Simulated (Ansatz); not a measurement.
# Energy profile

The step: CH₆BN ([CH3][BH][NH2]) → CH₃B ([BH][CH2]) + NH₃ (still joined by a long B–N bond); bonds formed: N2–H4; bonds broken: C3–H4; bonds weakened to dative contacts: B1–N2 (atoms numbered as in the saddle structure below).

```json
{"atom": "B1", "x (Å)": "-0.5539", "y (Å)": "0.3800", "z (Å)": "-0.2203"}
{"atom": "N2", "x (Å)": "0.4471", "y (Å)": "0.6045", "z (Å)": "0.9535"}
{"atom": "C3", "x (Å)": "-0.0874", "y (Å)": "-0.7558", "z (Å)": "-0.9993"}
{"atom": "H4", "x (Å)": "0.1834", "y (Å)": "-0.6049", "z (Å)": "0.5348"}
{"atom": "H5", "x (Å)": "-1.6473", "y (Å)": "0.8494", "z (Å)": "-0.1310"}
{"atom": "H6", "x (Å)": "1.3689", "y (Å)": "0.9672", "z (Å)": "0.7597"}
{"atom": "H7", "x (Å)": "0.0806", "y (Å)": "0.9342", "z (Å)": "1.8316"}
{"atom": "H8", "x (Å)": "-0.7464", "y (Å)": "-1.3060", "z (Å)": "-1.6626"}
{"atom": "H9", "x (Å)": "0.9551", "y (Å)": "-1.0686", "z (Å)": "-1.0664"}
```

Electronic energies by CCSD(T) at an estimated basis limit (MP2 extrapolated from triple and quadruple zeta, plus CCSD(T) − MP2 in triple zeta), on PBE0-D4/def2-TZVP structures; CH$_{6}$BN, closed shell; no counterpoise correction. Program: Ansatz 0.2.0. Basis: def2-TZVPP and def2-QZVPP. Cores are frozen in the correlated methods. Extrapolation: Hartree–Fock as exp(−7.88 √X), correlation as X^−2.97.

Question: Give the profile in kJ/mol, counted from the start structure. (To be estimated.)

Answer: The calculation gives:
```
                                                                                                       point  kJ/mol
                                                                                             start structure     0.0
                                                                                                      saddle   327.6
                                                                                               end structure   199.0
separated: CH$_{3}$B (linked as [BH][CH2]; B1, C3, H5, H8, H9; singlet) + NH$_{3}$ (N2, H4, H6, H7; singlet)   336.4
```

T1 diagnostic: at most 0.014.

For scale, one of the runs: CCSD(T)/def2-TZVPP, 177 basis functions, launched by `ansatz run in.yaml --threads 2 --pin off --events-out ev --progress --plain --max-ram 4352MiB`. Time: 25 s of wall clock on 2 CPU threads of an Arm Neoverse V1; the host was shared. Peak host memory: 1.7 GiB.
